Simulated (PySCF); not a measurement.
## Dipole moment and polarisability of `NC(=O)/C=C/Cl`

Species: C₃H₄ClNO.
Cartesian coordinates in Å at the PBE0-D3(BJ)/def2-SVP level; atoms count from 1:
```
atom  x, y, z in Å
N1    -1.7320    0.4792    0.3124
C2    -0.5425    0.0008   -0.1395
O3    -0.4245   -0.5638   -1.2098
C4     0.6052    0.2263    0.7856
C5     1.8104   -0.2110    0.4153
Cl6    3.2250   -0.0262    1.3607
H7    -2.5464    0.3580   -0.2743
H8    -1.8287    0.9491    1.1997
H9     0.4625    0.7382    1.7412
H10    1.9471   -0.7213   -0.5423
```

Level: PBE0/def2-SVPD (PySCF), static field, nuclei fixed, core orbitals frozen in the response. The polarisability tensor in these axes (au):

```
x   93.71 -6.70  8.45
y   -6.70 45.93  6.65
z    8.45  6.65 57.84
```

Diagonalise the tensor; give its mean and Δα, where Δα² is half the sum of the squared differences of the eigenvalues.

Principal values 41.17, 60.17 and 96.13 au; mean 65.82 au = 9.75 Å³ = 10.85 × 10⁻⁴⁰ C²·m²/J; Δα = 48.34 au (73 % of the mean).

What is the dipole moment, and where does it point?

(-1.95, 1.67, 2.47) D, 3.56 D in size, pointing from the negative to the positive side. Measured along this direction, the outermost atoms are H10 at the negative end and H8 at the positive end.

Give the principal axes and the span of the nuclei along them.

Largest value along (0.97, -0.10, 0.20), where the nuclei span 5.99 Å; middle along (-0.13, 0.47, 0.87), 3.08 Å; least along (0.18, 0.88, -0.44), 0.01 Å. The response follows the extents in order.

What depolarisation ratio follows for Rayleigh scattering of linearly polarised light, taking the static tensor?

ρ = 3Δα²/(45ᾱ² + 4Δα²) = 7011.2/(194975 + 9348.2) = 0.0343.

In a dilute gas of rigid molecules at 250 K, how does the orientational term μ²/3kT compare with the electronic polarisability?

In Gaussian units μ²/3kT = 122.51 Å³ against 9.75 Å³, a ratio of 12.56; the Debye molar polarisation (4π/3)N_A(α + μ²/3kT) is 333.7 cm³/mol, leaving out the vibrational part.

Sum over states: ᾱ = Σ f/ω², ω in Eh. What share falls to these 10 lowest TDDFT singlets (eV, f)? 4.58, 0.0000; 5.71, 0.1362; 5.96, 0.3622; 6.32, 0.0000; 6.89, 0.0013; 7.13, 0.0187; 7.28, 0.0100; 7.35, 0.0001; 7.53, 0.0318; 7.58, 0.0003.

They add up to 11.49 au, 17.4 % of the 65.82 au; the largest single term is 7.54 au, from the state at 5.96 eV. Terms in order: 0.00, 3.09, 7.54, 0.00, 0.02, 0.27, 0.14, 0.00, 0.41, 0.00 au. Higher excitations give the rest. The strengths listed sum to 0.561.

Estimate the molar refractivity from the static electronic polarisability.

Lorentz–Lorenz: R = (4π/3)N_A α = 2.5225 cm³/(mol·Å³) × 9.75 Å³ = 24.6 cm³/mol, in the limit of long wavelengths.

The structure is a single PBE0-D3(BJ)/def2-SVP conformer in the gas phase; no vibrational or solvent corrections.
